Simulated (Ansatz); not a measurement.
```yaml
crystal:
  periodic: [false, false, false]
  atoms:
    - {symbol: C, position_ang: [-0.942319, -0.572022, 2.853665]}
    - {symbol: N, position_ang: [-0.276795, -0.132899, 1.195486]}
    - {symbol: C, position_ang: [-1.086084, -0.471368, 0.002855]}
    - {symbol: C, position_ang: [-0.129961, -0.480649, -1.079353]}
    - {symbol: N, position_ang: [0.576729, 0.750825, -0.764857]}
    - {symbol: C, position_ang: [1.797562, 0.582421, -1.947933]}
    - {symbol: H, position_ang: [-1.747571, -1.212981, 2.738057]}
    - {symbol: H, position_ang: [-1.578354, 0.395580, 2.319552]}
    - {symbol: H, position_ang: [-0.677488, -0.217814, 3.447974]}
    - {symbol: H, position_ang: [0.749871, 0.094166, 1.296855]}
    - {symbol: H, position_ang: [-1.754850, -1.377955, 0.315093]}
    - {symbol: H, position_ang: [-1.620575, 0.558762, 0.069000]}
    - {symbol: H, position_ang: [-0.590831, -0.479973, -1.756992]}
    - {symbol: H, position_ang: [0.780289, -1.133627, -1.016598]}
    - {symbol: H, position_ang: [0.163255, 1.363356, -0.856653]}
    - {symbol: H, position_ang: [2.391591, -0.085021, -1.934787]}
    - {symbol: D, position_ang: [2.263083, 1.514093, -1.873217]}
    - {symbol: H, position_ang: [1.414850, 0.524791, -3.297980]}
basis:
  gaussian: {orbitals: aug-cc-pVDZ}
hamiltonian: {xc: {name: revPBE}, dispersion: d3bjatm}
accuracy: high
output: {forces: true}
```

```sh
$ ansatz run in.yaml --threads 4 --pin off --events-out ev --progress --plain --max-ram 11315MiB
```

How does Ansatz answer? (Estimate.)

The calculation gave: The input was rejected before any iteration.
```
Error: YAML parse error: error: line 20 column 16: `D` is not an element symbol (H … Og, case-exact)
18 |     - {symbol: H, position_ang: [0.163255, 1.363356, -0.856653]}
19 |     - {symbol: H, position_ang: [2.391591, -0.085021, -1.934787]}
20 |     - {symbol: D, position_ang: [2.263083, 1.514093, -1.873217]}
21 |     - {symbol: H, position_ang: [1.414850, 0.524791, -3.297980]}
22 | basis:
```
